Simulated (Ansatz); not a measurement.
in.yaml

```yaml
crystal:
  periodic: [false, false, false]
  atoms:
    - {symbol: B, position_ang: [0.000000, 0.000000, 0.511204]}
    - {symbol: B, position_ang: [0.000000, 0.000000, -1.013837]}
    - {symbol: H, position_ang: [0.000000, 0.000000, 2.692204]}
    - {symbol: H, position_ang: [0.000000, 0.000000, -2.189571]}
basis:
  gaussian: {orbitals: 6-31G}
magnetization: {spin_polarized: false}
correlation: {method: ccsdtq, electrons: outside_noble_gas}
```

```sh
$ ansatz run in.yaml --threads 1 --pin off --events-out ev --progress --plain --max-ram 2393MiB
```

Q: Roughly how long does this take on 1 thread of Arm Neoverse V1, shared host, and how much host memory?

A: 12 s wall and 0.21 GiB.

```
483 factors; integrals over basis functions are off by at most 1.5e-7 eV
mean field evaluation 1: about -1364.9926 eV, gradient 1.1e1 eV
mean field evaluation 2: about -1364.9958 eV, gradient 1.1e1 eV
mean field evaluation 4: about -1365.9924 eV, gradient 1.1e0 eV
mean field evaluation 8: about -1366.0030 eV, gradient 1.3e-4 eV
mean field evaluation 16: about -1365.9985 eV, gradient 1.1e-1 eV
mean field evaluation 32: about -1366.0030 eV, gradient 1.4e-1 eV
mean field evaluation 64: about -1366.0092 eV, gradient 1.8e-1 eV
mean field -1366.00304146 eV, -50.1996858635 hartree, gradient 9.9e-7 eV, S^2 0.000000; 5 other end points of the search recorded, 0 dependent functions left out; unrestricted orbitals would lower it
determinant -1366.00304146 eV, -50.1996858635 hartree, with singles and doubles -1370.23792683 eV, -50.3553150302 hartree
determinant -1354.87773311 eV, -49.7908383225 hartree, with no singles and doubles
unrestricted determinant -1367.59487225 eV, -50.2581845660 hartree, S^2 1.6728
2 core orbitals not correlated: weight in the atoms' cores, before any rotation towards them, 1.000 or more for the frozen orbitals, at most 0.000 for the correlated occupied ones
reference -1366.00304146 eV, -50.1996858635 hartree; 4, 4 occupied and 16, 16 virtual orbitals, 483 factors
second order -2.96821058 eV of doubles, -0.00000000 eV of singles
cycle   1  -3.63085644 eV  change   -6.6e-1 eV  update   1.1e-1
cycle   2  -4.30726484 eV  change   -6.8e-1 eV  update   6.2e-2
cycle   3  -4.38546671 eV  change   -7.8e-2 eV  update   2.2e-2
...
cycle  20  -4.52567384 eV  change    2.0e-6 eV  update   2.3e-5
cycle  21  -4.52569464 eV  change   -2.1e-5 eV  update   1.2e-5
cycle  22  -4.52570891 eV  change   -1.4e-5 eV  update   7.1e-6
cycle  23  -4.52570699 eV  change    1.9e-6 eV  update   4.0e-6
cycle  24  -4.52570844 eV  change   -1.4e-6 eV  update   1.9e-6
cycle  25  -4.52570450 eV  change    3.9e-6 eV  update   1.2e-6
cycle  26  -4.52570461 eV  change   -1.1e-7 eV  update   5.5e-7
cycle  27  -4.52570499 eV  change   -3.8e-7 eV  update   3.9e-7
cycle  28  -4.52570519 eV  change   -1.9e-7 eV  update   2.5e-7
cycle  29  -4.52570522 eV  change   -3.1e-8 eV  update   1.7e-7
WARN: these amplitudes may be one of several solutions (largest doubles amplitude 0.97, level shift 0.00 eV)
Total energy: -1370.52874668 eV, -50.3660024627 hartree
```

For the same geometry and basis full CI lies 2.5 meV lower. By full CI's occupations no single determinant describes the state well. The program flagged this run's energy as in doubt. The determinant fills πx and πy unequally, so it is a mixture of Σ and Δ. RHF is unstable: UHF (⟨S²⟩ = 1.67) lies 1.59 eV below the lowest RHF solution. Higher spins weren't run at this geometry and may lie near or lower.
